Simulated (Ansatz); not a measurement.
**Ansatz input wanted**

SiPH4 has 6 atoms, charge 0, and is taken as a doublet. SMILES: `[SiH2]P`. Geometry: relaxed at GFN2-xTB. This is one conformer, not always the lowest.

```xyz
6

Si    0.1270   -0.9861   -0.1047
P    -0.3387    1.1700    0.1422
H    -0.3006   -1.7247    1.0879
H    -0.5793   -1.5143   -1.2763
H     0.4347    1.6172   -0.9153
H     0.6569    1.4380    1.0661
```

Settings wanted:

* basis set: STO-3G
* task: energy
* method: CCSDT(Q)
* reference: UHF
* relativity: none
* accuracy: high
* frozen core orbitals: 10

**Question.** Write the Ansatz 0.2.0 input and the command.

**Answer.** One that was run (others would do as well):

input.yaml:
```yaml
crystal:
  periodic: [false, false, false]
  atoms:
    - {symbol: Si, position_ang: [0.127020, -0.986120, -0.104660]}
    - {symbol: P, position_ang: [-0.338670, 1.170000, 0.142220]}
    - {symbol: H, position_ang: [-0.300620, -1.724700, 1.087920]}
    - {symbol: H, position_ang: [-0.579260, -1.514310, -1.276300]}
    - {symbol: H, position_ang: [0.434680, 1.617150, -0.915300]}
    - {symbol: H, position_ang: [0.656850, 1.437980, 1.066130]}
basis:
  gaussian:
    orbitals: STO-3G
magnetization:
  spin_polarized: true
  initial_magnetization: 1
correlation:
  method: ccsdt_q
  frozen_orbitals: {H: 0, P: 5, Si: 5}
accuracy: high
scf:
  omitted_lower_state_checks: [cluster_reference, increment]
```

```bash
$ ansatz run input.yaml --threads 1 --pin off --max-ram 2610MiB --events-out events.jsonl --progress --plain --runs-dir runs
```

Calculated total energy: -624.88862 Eh.
